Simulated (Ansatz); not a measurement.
## Property card for Ca3BiP

The calculation used DFT r2SCAN, scalar-relativistic, plane waves, PAW in Ansatz 0.2.0.

Settings: cutoff 500 eV, Γ-centred mesh 6×6×6 on the computed 5-atom cell, Gaussian smearing of 0.02 eV; no spin polarisation.

The structure is relaxed at this level of theory with its symmetry kept. Whether it is the stable form of this composition wasn't checked.

```xyz
5
Lattice="5.4065 0.0000 0.0000 0.0000 5.4065 0.0000 0.0000 0.0000 5.4065" Properties=species:S:1:pos:R:3 pbc="T T T"
Ca    0.0000    2.7033    2.7033
Ca    2.7033    0.0000    2.7033
Ca    2.7033    2.7033    0.0000
Bi    0.0000    0.0000    0.0000
P     2.7033    2.7033    2.7033
```

(1) Formation energy from the elements' standard states (uncorrected)?

(2) Generalised Kohn–Sham band gap?

(3) Löwdin character of the top 1 eV of the valence band?

(4) Electron masses at the edge by Cartesian direction of the standard setting (m_e; degenerate bands sorted by energy; no spin-orbit coupling)?

(5) Hole masses at the edge by Cartesian direction of the standard setting (m_e; degenerate bands sorted by energy; no spin-orbit coupling)?

(6) Bulk modulus?

(7) Its pressure derivative?

(8) Bader charges (e)?

Spin-orbit coupling is left out, which matters for the bands of heavy elements.

Results:

(1) -1.146 eV/atom.

(2) 0.64 eV, direct at Γ.

(3) Bi 6p 73 %, P 3p 13 %, unprojected 12 %.

(4) x: 0.069; y: 0.069; z: 0.069.

(5) x: 0.29, 0.29, 0.055; y: 0.29, 0.29, 0.055; z: 0.29, 0.29, 0.055.

(6) 40 GPa.

(7) 3.9.

(8) Ca (3 in the cell) 1.41, Bi (1 in the cell) -2.05, P (1 in the cell) -2.18.